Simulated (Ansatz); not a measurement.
# Reading a saddle point

A first-order saddle point of AlH$_{3}$S$_{2}$, singlet, PBE0-D4/def2-TZVP, with one imaginary mode of 169i cm⁻¹:

Al1  (-1.072, 0.007, -0.290)
S2  (1.237, 0.821, 0.203)
S3  (-0.507, -1.735, -1.202)
H4  (1.191, -0.441, -0.413)
H5  (-2.114, 1.050, 0.259)
H6  (1.266, 0.298, 1.442)
(Å)

Computed with Ansatz 0.2.0 (basis: def2-TZVPP and def2-QZVPP); correlated methods freeze the cores. Extrapolation: Hartree–Fock as exp(−7.88 √X), correlation as X^−2.97.

Q: Which contacts change along the imaginary mode, and what lies on either side? (Judge from chemistry; the calculation decides.)

A: By the calculation: The step is AlH₃S₂ ([SH][AlH][SH]) → AlHS ([AlH][S]) + H₂S (still joined by a long Al–S bond), with the molecules in contact on both sides. Shortening one way: S2–H4; lengthening the same way: Al1–S2, S3–H4.
| pair | one side (Å) | saddle (Å) | other side (Å) |
| --- | --- | --- | --- |
| S2–H4 | 3.49 | 1.41 | 1.35 |
| Al1–S2 | 2.18 | 2.50 | 2.54 |
| S3–H4 | 1.34 | 2.28 | 3.12 |

Q: Which side is lower, and how far does the saddle lie above each? (An estimate is asked for; the value comes from the calculation.)

A: Computed: The side with Al1–S2, S3–H4 short is lower by 161.1 kJ/mol; the saddle lies 169.2 kJ/mol above it and 8.1 kJ/mol above the other (CCSD(T) at an estimated basis limit (MP2 extrapolated from triple and quadruple zeta, plus CCSD(T) − MP2 in triple zeta); electronic energies).

T1 diagnostic: at most 0.018.

Labels in which every atom is bracketed show which atoms are joined, not bond orders.

For scale, one of the runs: CCSD(T)/def2-TZVPP, 168 basis functions, launched by `ansatz run in.yaml --threads 2 --pin off --events-out ev --progress --plain --max-ram 4352MiB`. Hardware: 2 CPU threads of an Arm Neoverse V2, shared host. Wall time 15 s; peak host memory 1.2 GiB.
